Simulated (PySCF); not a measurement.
CClF3, optimised at PBE/def2-SVP:

```xyz
5

C     -0.0148     0.0117    -0.0223
Cl    -0.0163     0.7155    -1.6588
F     -0.0212    -1.3218    -0.0967
F      1.0753     0.4016     0.6435
F     -1.0973     0.4117     0.6498
```

Computed with PySCF (xtb for GFN2) and rigid-rotor harmonic-oscillator thermochemistry at 1 bar. 6-31G* has spherical d functions here. All species are closed-shell singlets. B3LYP is the form with VWN-RPA correlation.

Question: List the harmonic frequencies (cm⁻¹, unscaled) at this level and at the other levels, each on its own geometry.

Answer: 
- PBE/def2-SVP: 335, 335, 450, 546, 546, 762, 1069, 1212, 1213
- B3LYP/6-31G*: 340, 340, 455, 552, 552, 774, 1102, 1264, 1264
- GFN2-xTB: 301, 301, 413, 486, 486, 679, 984, 1106, 1106
- HF/6-31G*: 382, 382, 518, 608, 608, 859, 1256, 1418, 1418
- PBE0/def2-TZVP: 348, 348, 475, 565, 565, 794, 1112, 1240, 1240
